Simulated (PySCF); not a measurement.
**[NH4]+ (ammonium): CCSDT/STO-3G**

What is the energy change on altering one bond length of [NH4]+ (ammonium) at CCSDT/STO-3G? 

The calculation is run with PySCF 2.14.0.

15 further runs of the same task are left out: 2 that didn't finish, 13 set aside as unsound or not needed.

## 1. Starting point

[NH4]+: 5 atoms, total charge +1, spin state singlet. As SMILES, `[NH4+]`. The coordinates come from a PBE0-D4/def2-TZVP relaxation.

Bond lengths: N1–H2 1.024 Å, N1–H3 1.024 Å, N1–H4 1.024 Å, N1–H5 1.024 Å. Angles: H2–N1–H3 109.5°, H2–N1–H4 109.5°, H2–N1–H5 109.5°, H3–N1–H4 109.5°, H3–N1–H5 109.5°, H4–N1–H5 109.5°.

## 2. A single-point energy at CCSDT/STO-3G

Input file job.py:

```python
from pyscf import gto, scf, cc

mol = gto.M(
    atom='''
N    0.000010   0.000010   0.000000
H    0.453330  -0.447860   0.801010
H   -0.972430   0.216180   0.235210
H    0.023940  -0.633460  -0.803650
H    0.495160   0.865130  -0.232580
''',
    basis='sto-3g',
    spin=0,
    charge=1,
    max_memory=1860,
    verbose=3,
)

hf = scf.RHF(mol)
hf.conv_tol = 1e-10
hf.kernel()
if not hf.converged:
    hf = hf.newton().run(hf.mo_coeff, hf.mo_occ)

mycc = cc.CCSDT(hf, frozen=1)
mycc.kernel()
e_final = mycc.e_tot
print('Final energy', e_final)
```

The run is started by

```bash
OMP_NUM_THREADS=1 python job.py
```

What it wrote:

```text
converged SCF energy = -55.8672499687988
_make_eris_incore_RCCSDT

WARN: A large `blksize` is being used, which may cause large memory consumption
      for storing contraction intermediates. If memory is sufficient, consider using
      `pyscf.cc.rccsdt_highm.RCCSDT` instead.

WARN: A large `blksize_oovv` is being used, which may cause large memory consumption
      for storing contraction intermediates. If memory is sufficient, consider using
      `pyscf.cc.rccsdt_highm.RCCSDT` instead.

WARN: A large `blksize_oooo` is being used, which may cause large memory consumption
      for storing contraction intermediates. If memory is sufficient, consider using
      `pyscf.cc.rccsdt_highm.RCCSDT` instead.

RCCSDT converged
E(RCCSDT) = -55.9477409151141   E_corr = -0.0804909463153352
E_corr(same-spin) = -0.00375400499668462
E_corr(oppo-spin) = -0.0767369413186506
Final energy -55.947740915114096
```

Run time: 0.52 s. Hardware: 1 thread of Arm Neoverse V2, shared host; peak memory 0.1 GiB.

## 3. The distorted shape

Input file calc.py:

```python
from pyscf import gto, cc

molecule = gto.M(
    atom=[
    ('N', (-0.396096, -0.692061, 0.186057)),
    ('H', (0.057224, -1.139931, 0.987067)),
    ('H', (-1.368536, -0.475891, 0.421267)),
    ('H', (-0.372166, -1.325531, -0.617593)),
    ('H', (0.495160, 0.865130, -0.232580)),
],
    basis='sto-3g',
    max_memory=1860,
    charge=1,
    spin=0,
    verbose=4,
)

mf = molecule.RHF()
mf.conv_tol = 1e-10
mf.kernel()
if not mf.converged:
    mf = mf.newton().run(mf.mo_coeff, mf.mo_occ)

mycc = cc.CCSDT(mf, frozen=1)
mycc.kernel()
etot = mycc.e_tot
print('E = %.10f Eh' % etot)
```

The run is started by

```bash
OMP_NUM_THREADS=1 python calc.py
```

What it wrote:

```text
PySCF version 2.14.0

[INPUT] num. atoms = 5
[INPUT] num. electrons = 10
[INPUT] charge = 1
[INPUT] spin (= nelec alpha-beta = 2S) = 0
[INPUT] symmetry False subgroup None
[INPUT] Mole.unit = angstrom
[INPUT] Symbol           X                Y                Z      unit          X                Y                Z       unit  Magmom
[INPUT]  1 N     -0.396096000000  -0.692061000000   0.186057000000 AA   -0.748512959036  -1.307805751493   0.351596773558 Bohr   0.0
[INPUT]  2 H      0.057224000000  -1.139931000000   0.987067000000 AA    0.108137687752  -2.154157390902   1.865286296596 Bohr   0.0
[INPUT]  3 H     -1.368536000000  -0.475891000000   0.421267000000 AA   -2.586158231608  -0.899303655145   0.796079255317 Bohr   0.0
[INPUT]  4 H     -0.372166000000  -1.325531000000  -0.617593000000 AA   -0.703291812875  -2.504890559621  -1.167081626449 Bohr   0.0
[INPUT]  5 H      0.495160000000   0.865130000000  -0.232580000000 AA    0.935716787840   1.634858762145  -0.439512502051 Bohr   0.0

nuclear repulsion = 14.4820983683831
number of shells = 7
number of NR pGTOs = 27
number of NR cGTOs = 9
basis = sto-3g
ecp = {}

[... 33 lines left out ...]
converged SCF energy = -55.6695378665297
[... 16 lines left out ...]
WARN: A large `blksize` is being used, which may cause large memory consumption
[... 3 lines left out ...]
WARN: A large `blksize_oovv` is being used, which may cause large memory consumption
[... 3 lines left out ...]
WARN: A large `blksize_oooo` is being used, which may cause large memory consumption
[... 3 lines left out ...]
Approximate memory usage estimate
    T3 memory                10.0 KB
    R3 memory                10.0 KB
    Symmetrized T3 memory    10.0 KB
    ERIs memory              32.0 KB
    T1-ERIs memory           32.0 KB
    Intermediates memory     32.0 KB
    Block workspace          64.0 KB
    T3 einsum buffer         64.0 KB
Total estimated memory        254 KB
Init t2, MP2 energy = -55.758342719192  E_corr(MP2) -0.088804852662
Init E_corr(RCCSDT) = -0.0888048526619247
cycle =  1  E_corr(RCCSDT) = -0.103195194892  dE = -1.439034223044e-02  norm(d tamps) = 8.73325799e-02
cycle =  2  E_corr(RCCSDT) = -0.115105585650  dE = -1.191039075813e-02  norm(d tamps) = 5.04172333e-02
cycle =  3  E_corr(RCCSDT) = -0.121380778279  dE = -6.275192628242e-03  norm(d tamps) = 2.83106924e-02
cycle =  4  E_corr(RCCSDT) = -0.125708099463  dE = -4.327321183814e-03  norm(d tamps) = 1.20154244e-02
cycle =  5  E_corr(RCCSDT) = -0.125248618954  dE =  4.594805081448e-04  norm(d tamps) = 1.40426306e-03
cycle =  6  E_corr(RCCSDT) = -0.125296634901  dE = -4.801594668280e-05  norm(d tamps) = 3.74060767e-04
cycle =  7  E_corr(RCCSDT) = -0.125304170521  dE = -7.535620029753e-06  norm(d tamps) = 7.82678796e-05
cycle =  8  E_corr(RCCSDT) = -0.125300085030  dE =  4.085491601080e-06  norm(d tamps) = 2.66863381e-05
cycle =  9  E_corr(RCCSDT) = -0.125300573026  dE = -4.879964182469e-07  norm(d tamps) = 3.14842105e-06
cycle = 10  E_corr(RCCSDT) = -0.125300721327  dE = -1.483012157799e-07  norm(d tamps) = 9.99115027e-07
cycle = 11  E_corr(RCCSDT) = -0.125300694641  dE =  2.668623705349e-08  norm(d tamps) = 3.17449678e-07
RCCSDT converged
E(RCCSDT) = -55.79483856117065   E_corr = -0.1253006946409091
E_corr(same-spin) = -0.00460647849551336
E_corr(oppo-spin) = -0.120694216145396
E = -55.7948385612 Eh
```

Run time: 0.64 s. Hardware: 1 thread of Arm Neoverse V2, shared host; peak memory 0.12 GiB.

## 4. Summary of results

At CCSDT/STO-3G, 1 core orbital frozen:

```
                                                         quantity         value
                                        first shape: total energy  -55.94774 Eh
                 first shape: HOMO energy (Hartree–Fock orbitals)     -27.40 eV
                 first shape: LUMO energy (Hartree–Fock orbitals)       6.39 eV
               first shape: HOMO–LUMO gap (Hartree–Fock orbitals)      33.79 eV
          first shape: correlation energy (1 core orbital frozen)     -80.5 mEh
                                       first shape: T1 diagnostic         0.004
                                    distorted shape: total energy  -55.79484 Eh
             distorted shape: HOMO energy (Hartree–Fock orbitals)     -20.24 eV
             distorted shape: LUMO energy (Hartree–Fock orbitals)      -5.10 eV
           distorted shape: HOMO–LUMO gap (Hartree–Fock orbitals)      15.14 eV
      distorted shape: correlation energy (1 core orbital frozen)    -125.3 mEh
                                   distorted shape: T1 diagnostic         0.043
energy change with the N1–H5 bond stretched from 1.024 to 1.842 Å      4.161 eV
```

What this shows: With the N1–H5 bond stretched from 1.024 to 1.842 Å the energy rises by 4.16 eV (96 kcal/mol). The first shape isn't relaxed at this level, so the change isn't measured from a minimum. The minimal basis adds a large error of its own. The T1 diagnostic (distorted shape) of 0.043 is above the customary mark for such species, so a single reference may not serve.
